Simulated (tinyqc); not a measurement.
Inside a calculation. Method: extended Hueckel theory, for BH-. The parameters take no account of the charge, which enters only through the electron count, and nothing here shows that the anion is bound. One step of it, computed by the program tinyqc.

Question. Wolfsberg-Helmholz matrix. H_ij = K' S_ij (H_ii + H_jj)/2 for i != j (the diagonal keeps H_ii), with K' = 1.75.

overlap S, lower triangle:
```
,1B 2s,1B 2px,1B 2py,1B 2pz,2H 1s
1B 2s,1.000000
1B 2px,0.000000,1.000000
1B 2py,0.000000,0.000000,1.000000
1B 2pz,0.000000,0.000000,0.000000,1.000000
2H 1s,0.436375,0.000000,0.000000,0.495732,1.000000
```

diagonal H_ii (eV): 1B 2s -15.200000, 1B 2px -8.500000, 1B 2py -8.500000, 1B 2pz -8.500000, 2H 1s -13.600000

K = 1.750000

Give: H.

Answer.

H (eV), lower triangle:
```
,1B 2s,1B 2px,1B 2py,1B 2pz,2H 1s
1B 2s,-15.2000
1B 2px,0.0000,-8.5000
1B 2py,0.0000,0.0000,-8.5000
1B 2pz,0.0000,0.0000,0.0000,-8.5000
2H 1s,-10.9966,0.0000,0.0000,-9.5862,-13.6000
```
